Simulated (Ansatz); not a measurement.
# Worked example: PH2⁺, quintet against PH2⁺, triplet

Geometry (PBE0/def2-TZVP stationary point of a triplet), kept for both states (PH2⁺, triplet: B1; PH2⁺, quintet: A2):

```xyz
3

P     0.0000   -0.0418    0.0000
H     0.0000    0.6425   -1.2397
H     0.0000    0.6425    1.2397
```

Basis cc-pVTZ; Ansatz 0.2.0. Correlated methods freeze the noble-gas cores. R marks a restricted (for open shells ROHF) determinant, U an unrestricted one.

Full CI isn't at hand for all of this; UCCSDT(Q) serves as the reference, and is uncertain by about the last step of the cluster series.

```json
{"level": "UHF", "E(PH2⁺, triplet) (hartree)": "-341.543412", "E(PH2⁺, quintet) (hartree)": "-341.225758"}
{"level": "UMP2", "E(PH2⁺, triplet) (hartree)": "-341.644453", "E(PH2⁺, quintet) (hartree)": "-341.315025"}
{"level": "UCCSD(T)", "E(PH2⁺, triplet) (hartree)": "-341.671470", "E(PH2⁺, quintet) (hartree)": "-341.340325"}
{"level": "PBE", "E(PH2⁺, triplet) (hartree)": "-341.965913", "E(PH2⁺, quintet) (hartree)": "-341.640317"}
{"level": "wB97M-V", "E(PH2⁺, triplet) (hartree)": "-342.097209", "E(PH2⁺, quintet) (hartree)": "-341.759401"}
{"level": "UCCSDT(Q)", "E(PH2⁺, triplet) (hartree)": "-341.672385", "E(PH2⁺, quintet) (hartree)": "-341.341378"}
```

Give the vertical gap, PH2⁺ quintet less PH2⁺ triplet, at each level in eV (1 hartree = 27.2114 eV), and each error against UCCSDT(Q).

UCCSDT(Q): (-341.341378 − (-341.672385)) × 27.2114 = 9.007 eV (the reference)
wB97M-V: (-341.759401 − (-342.097209)) × 27.2114 = 9.192 eV, error 0.185 eV
PBE: (-341.640317 − (-341.965913)) × 27.2114 = 8.860 eV, error -0.147 eV
UCCSD(T): (-341.340325 − (-341.671470)) × 27.2114 = 9.011 eV, error 0.004 eV
UMP2: (-341.315025 − (-341.644453)) × 27.2114 = 8.964 eV, error -0.043 eV
UHF: (-341.225758 − (-341.543412)) × 27.2114 = 8.644 eV, error -0.363 eV

Total energies of functionals can't be set beside those of wave-function methods, since they hold the core's correlation and their own absolute errors; only the differences compare.

Each level lands on the state that its own search finds. T1 diagnostics of restricted CCSD: 0.023 and 0.018.
